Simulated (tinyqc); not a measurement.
Inside a calculation. Method: coupled-perturbed Hartree-Fock on RHF in the sto-6g basis, for H2F+, spin multiplicity 1. One step of it, computed by the program tinyqc.

Question. Response to a field: uncoupled start. Field along z; U_ai = -mu_ai / (e_a - e_i), alpha = -4 sum U_ai mu_ai.

orbital energies (hartree): MO1 -26.895909, MO2 -1.990006, MO3 -1.111911, MO4 -1.013957, MO5 -0.997941, MO6 -0.095269, MO7 0.063788

dipole integrals <a|z|i> (bohr):
```
           i1        i2         i3        i4        i5
a6  -0.026051  0.024125   0.000000  0.365977  0.000000
a7   0.000000  0.000000  -0.524989  0.000000  0.000000
```

Give: uncoupled U; uncoupled polarisability.

Answer.

uncoupled U:
```
        i1       i2      i3       i4      i5
a6  0.0010  -0.0127  0.0000  -0.3984  0.0000
a7  0.0000   0.0000  0.4465   0.0000  0.0000
```

uncoupled polarisability = 1.5222 bohr^3
